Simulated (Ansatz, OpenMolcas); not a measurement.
**How basis sets differ on BH (SMILES [BH])**

BH: 2 atoms, total charge 0, spin state singlet. SMILES: `[BH]`. Geometry: the measured bond length.

```xyz
2

B     0.0000    0.0000    0.0000
H     0.0000    0.0000    1.2324
```

Quantity: the energy change with the B1–H2 bond stretched from 1.232 to 1.849 Å, in eV. The values are calculated.

```json
{"level": "PBE0/3-21G (restricted)", "kind": "global hybrid", "program": "Ansatz", "value (eV)": "1.29", "CPU time (all runs)": "0.5 s"}
{"level": "PBE0/6-31G (restricted)", "kind": "global hybrid", "program": "OpenMolcas", "value (eV)": "1.27", "CPU time (all runs)": "4.6 s"}
{"level": "PBE0/6-31G** (spherical functions) (restricted)", "kind": "global hybrid", "program": "OpenMolcas", "value (eV)": "1.39", "CPU time (all runs)": "6.2 s"}
{"level": "PBE0/def2-TZVP (restricted)", "kind": "global hybrid", "program": "Ansatz", "value (eV)": "1.43", "CPU time (all runs)": "0.96 s"}
```

The first shape isn't each level's own minimum. The values span 1.27 to 1.43 eV. Times are those of the runs behind each value, whatever else they computed, on shared processors of several kinds: orders of magnitude only.
